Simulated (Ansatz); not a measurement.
A displaced shape of doublet C2H3:

```xyz
5

C    -0.0191   -0.0155   -0.6165
C     0.0037    0.0045    0.7217
H     0.0193    0.7334    1.5278
H    -0.0184   -1.0166   -1.2001
H    -0.0338    0.8589   -1.2028
```

It was optimised with HF/def2-SVP in Ansatz (development build ahead of 0.2.0) to forces under 0.001 eV/Å, with unrestricted orbitals. Each step stands on the lowest determinant of that kind that the program's search found.

(1) What shape does it relax to, and how does the optimisation go?

Results:

(1)

```xyz
5

C    -0.0168   -0.0456   -0.6090
C     0.0074   -0.0318    0.7209
H     0.0154    0.7430    1.4734
H    -0.0201   -0.9761   -1.1667
H    -0.0340    0.8752   -1.1885
```

Bond lengths: C1–C2 1.330 Å, C2–H3 1.080 Å, C1–H4 1.085 Å, C1–H5 1.088 Å. Angles: C1–C2–H3 134.8°, C2–C1–H4 121.5°, C2–C1–H5 121.6°, H4–C1–H5 116.9°.

| step | E − E(start) (eV) | largest force (eV/Å) |
| --- | --- | --- |
| 1 | 0.0000 | 2.9119 |
| 2 | -0.1162 | 0.6940 |
| 3 | -0.1021 | 0.6042 |
| 4 | -0.1235 | 0.1017 |
| 5 | -0.1242 | 0.0410 |
| 6 | -0.1249 | 0.0298 |
| 7 | -0.1249 | 0.0105 |
| 8 | -0.1249 | 0.0018 |
| 9 | -0.1249 | 0.0003 |

The optimisation ended after 9 steps with its threshold met.
